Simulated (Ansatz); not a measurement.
Forces away from equilibrium

AlHClF (SMILES [F][AlH][Cl]), closed shell, displaced at random from a GFN2-xTB minimum.

```tsv
atom	x (Å)	y (Å)	z (Å)
F1	0.4705	-0.9428	1.5064
Al2	0.0971	-0.0049	0.0658
Cl3	-1.6532	-0.4865	-1.1707
H4	1.0954	1.2612	-0.3117
```

Computed with Ansatz 0.2.0 (basis: def2-TZVPP); correlated methods freeze the cores.

CCSD(T) forces from the calculation:
```csv
atom,Fx,Fy,Fz (eV/Å)
F1,-0.674,1.363,-2.247
Al2,0.142,-0.693,1.012
Cl3,1.297,0.291,0.975
H4,-0.765,-0.962,0.260
```

**Question.** Which atom feels the largest CCSD(T) force, and how large is it?

**Answer.** F1, 2.71 eV/Å, along (-0.25, 0.50, -0.83).

Root-mean-square difference of the force components from those of CCSD(T): PBE0-D4 0.034; wB97M-V 0.066; r2SCAN-D4 0.029; PBE-D4 0.198; LC-wPBE 0.096; r2SCAN0-D4 0.107 eV/Å.

The T1 diagnostic stays at or below 0.013.

For scale, one of the runs: CCSD(T)/def2-TZVPP forces, 129 basis functions (an equivalent command: `ansatz run in.yaml --threads 4`). Time: 19 s of wall clock on 4 CPU threads; the host was shared. Peak host memory: 1 GiB.
